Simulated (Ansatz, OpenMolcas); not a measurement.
**Si2H5Cl (SMILES [SiH3][SiH2]Cl): the vertical energy of the triplet above the singlet, rung by rung**

Si2H5Cl: 8 atoms, total charge 0, spin state singlet. As SMILES, `[SiH3][SiH2]Cl`. Geometry: relaxed at PBE0-D4/def2-TZVP.

Each level gives the vertical energy of the triplet above the singlet (eV). The values are calculated.

| level | kind | program | value (eV) | CPU time (all runs) |
| --- | --- | --- | --- | --- |
| HF/cc-pVDZ | Hartree–Fock | Ansatz | 6.25 | 13 s |
| M06-L/cc-pVDZ | meta-GGA | OpenMolcas | 5.84 | 3.2 min |
| PBE0/cc-pVDZ | global hybrid | OpenMolcas | 5.75 | 2.3 min |
| HSE06/cc-pVDZ | range-separated hybrid | Ansatz | 5.73 | 33 s |
| wB97M-V/cc-pVDZ | range-separated hybrid | Ansatz | 6.12 | 3.4 min |
| PBE-QIDH/cc-pVDZ | double hybrid | Ansatz | 6.13 | 29 s |
| RPA@PBE0/cc-pVDZ | RPA | Ansatz | 6.09 | 36 s |
| BCCD(T)/cc-pVDZ | coupled cluster or CI | Ansatz | 6.19 | 64 s |

The values span 5.73 to 6.25 eV. A triplet this far above the singlet is often a Rydberg-like or dissociative state; sets without diffuse functions put Rydberg states too high. Times are those of the runs behind each value, whatever else they computed, on shared processors of several kinds: orders of magnitude only.
